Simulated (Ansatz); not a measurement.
in.yaml

```yaml
crystal:
  periodic: [false, false, false]
  atoms:
    - {symbol: Ge, position_ang: [-1.191943, -0.008234, 0.002120]}
    - {symbol: As, position_ang: [1.225257, 0.008464, -0.002179]}
    - {symbol: H, position_ang: [-1.734783, 1.432476, 0.005020]}
    - {symbol: H, position_ang: [-1.717585, -0.735786, 1.252999]}
    - {symbol: H, position_ang: [-1.722058, -0.732435, -1.248816]}
basis:
  gaussian: {orbitals: def2-SVP}
magnetization: {spin_polarized: false, initial_magnetization: 4}
hamiltonian: {xc: {name: B3LYP}}
correlation: {method: qcisd_t, electrons: outside_noble_gas}
scf: {lower_state_search: off}
output: {forces: true}
```

```sh
$ ansatz run in.yaml --threads 1 --pin off --events-out ev --progress --plain --max-ram 2393MiB
```

Q: One thing in this input was set wrong on purpose, beside settings that are merely unusual. What is the gravest fault, and what does the program do?

A: A method name that the input doesn't accept. How the run ends: refused.
```
Error: YAML parse error: error: line 13 column 23: unknown variant `qcisd_t`, expected one of mp2, rpa, ccsd, ccsd_t, bccd, bccd_t, ccsdt, ccsdt_q, ccsdt_q_b, ccsdtq, fci, sc_nevpt2, fic_nevpt4_sd, fic_mrcisd_q, fic_mrcisd_q_relaxed
  --> <input>:13:23
   |
11 | magnetization: {spin_polarized: false, initial_magnetization: 4}
12 | hamiltonian: {xc: {name: B3LYP}}
13 | correlation: {method: qcisd_t, electrons: outside_noble_gas}
   |                       ^ unknown variant `qcisd_t`, expected one of mp2, rpa, ccsd, ccsd_t, bccd, bccd_t, ccsdt, ccsdt_q, ccsdt_q_b, ccsdtq, fci, sc_nevpt2, fic_nevpt4_sd, fic_mrcisd_q, fic_mrcisd_q_relaxed
14 | scf: {lower_state_search: off}
15 | output: {forces: true}
   |
```
